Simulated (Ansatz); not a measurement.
## fcc Pb

Computed with LDA (PAW; Ansatz, an electronic-structure program).

Numerical settings: plane-wave cutoff 500 eV, 18×18×1 k mesh (along the axes of the cell as run), Fermi–Dirac smearing 0.1 eV, scalar-relativistic PAW data made under PBE.

Cell: relaxed at this level.

| Quantity | Value |
|---|---|
| surface energy of the (111) face | 0.41 J/m² |
| work function of the (111) face | 4.12 eV |

The slab of 6 atoms is relaxed and unreconstructed.

Spin–orbit coupling is not included; it can shift volumes and moduli of such heavy elements.

Static lattice: no zero-point or thermal effects.
